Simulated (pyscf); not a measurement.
Elementary routes open to HO–B(Cl)–Cl + H atom (H•) in the gas phase (doublet surface):
A. [HO–B–Cl]• + hydrogen chloride (HCl) (B–Cl broken; Cl–H formed)
B. water (H₂O) + [Cl–B–Cl]• (B–O broken; H–O formed)

Structures and frequencies: ωB97X-D3(BJ)/def2-SVP in PySCF. Correlated levels are frozen-core, on RHF or UHF. ΔMP2 is the change of the MP2 total energy from the triple- to the quadruple-zeta basis.

### Question
Rank the routes by free-energy barrier at 298 K, lowest first, for CCSD(T)/def2-TZVPP + ΔMP2(QZVPP) energies (ideal gas, 1 atm, RRHO with modes under 100 cm⁻¹ raised to 100, one conformer, R ln 2 for chiral ones without a mode under 150 cm⁻¹).

### Answer
A (34.6 kcal/mol), B (38.7 kcal/mol)

Route A is the fastest of these, ahead of the next by 4.1 kcal/mol. The most stable products are those of A (ΔG = +14.1 kcal/mol), so kinetics and thermodynamics agree. At 1200 K A is still the fastest. B: On the product side the descent ends in an adduct with a B–O contact, 10.7 kcal/mol under the separated species and 15.4 kcal/mol under the saddle at ωB97X-D3(BJ)/def2-TZVP. Only these routes are compared; each barrier is that of the saddle found, and lower ones may exist. The CCSD(T) − MP2 part came from Ansatz, without density fitting, on the same reference.
